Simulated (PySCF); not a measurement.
**SiN: energy against distance**

Set-up: Si cc-pV(D+d)Z, N cc-pVDZ; no relativity (PySCF 2.14). Energies in eV from Si + N in their ground configurations at the same level. All curves are PBE0. state 1: ²Σ⁺ (doublet), unpaired electrons σ ↑; state 2: ²Π (doublet), unpaired electrons π ↑, a second solution, started from another occupation; state 3: ⁴Π (quartet), unpaired electrons π ↑↑↑, a second solution, started from another occupation; state 4: sextet, unpaired electrons σ ↑, π ↑↑↑↑, a second solution, started from another occupation.

```json
{"R (Å)": "1.352", "state 1": "-2.498", "state 2": "-1.258", "state 3": "4.066", "state 4": "7.1076"}
{"R (Å)": "1.415", "state 1": "-3.451", "state 2": "-2.548", "state 3": "2.224", "state 4": "5.1566"}
{"R (Å)": "1.478", "state 1": "-3.981", "state 2": "-3.366", "state 3": "0.878", "state 4": "3.6944"}
{"R (Å)": "1.525", "state 1": "-4.170", "state 2": "-3.743", "state 3": "0.121", "state 4": "2.8479"}
{"R (Å)": "1.572", "state 1": "-4.224", "state 2": "-3.965", "state 3": "-0.467", "state 4": "2.1691"}
{"R (Å)": "1.619", "state 1": "-4.172", "state 2": "-4.064", "state 3": "-0.915", "state 4": "1.6284"}
{"R (Å)": "1.682", "state 1": "-3.982", "state 2": "-4.048", "state 3": "-1.342", "state 4": "1.0795"}
{"R (Å)": "1.761", "state 1": "-3.619", "state 2": "-3.860", "state 3": "-1.667", "state 4": "0.6009"}
{"R (Å)": "1.855", "state 1": "-3.101", "state 2": "-3.491", "state 3": "-1.840", "state 4": "0.2415"}
{"R (Å)": "1.981", "state 1": "-2.416", "state 2": "-2.931", "state 3": "-1.833", "state 4": "-0.0084"}
```

**Question.** Put a parabola through the three lowest points of the state 1 curve and estimate Re, k and ωe (reduced mass 9.332 u; 1 eV/Å² = 0.16022 mdyn/Å; ωe = 1302.8·√(k/μ) cm⁻¹).

**Answer.** Through R = 1.525, 1.572, 1.619 Å the second-order coefficient is 24.0 eV/Å², so Re ≈ 1.572 Å, k ≈ 7.69 mdyn/Å and ωe ≈ 1182 cm⁻¹. A polynomial fit of higher order to the unrounded PBE0 energies gives Re = 1.570 Å, k = 7.64 mdyn/Å, ωe = 1179 cm⁻¹; anharmonicity and rounding make the difference.

The higher-order fit for each curve: state 1: Re = 1.570 Å, ωe = 1179 cm⁻¹, De = 4.22 eV; state 2: Re = 1.643 Å, ωe = 1058 cm⁻¹, minimum 4.07 eV below the ground-state fragments; state 3: Re = 1.911 Å, ωe = 632 cm⁻¹, minimum 1.86 eV below the ground-state fragments. State 4 gave no clean fit.

⟨S²⟩ of the unrestricted solution departs from its pure value on part of the curve, where spin states mix. The state was picked by a PBE0 search and need not be the measured ground state.
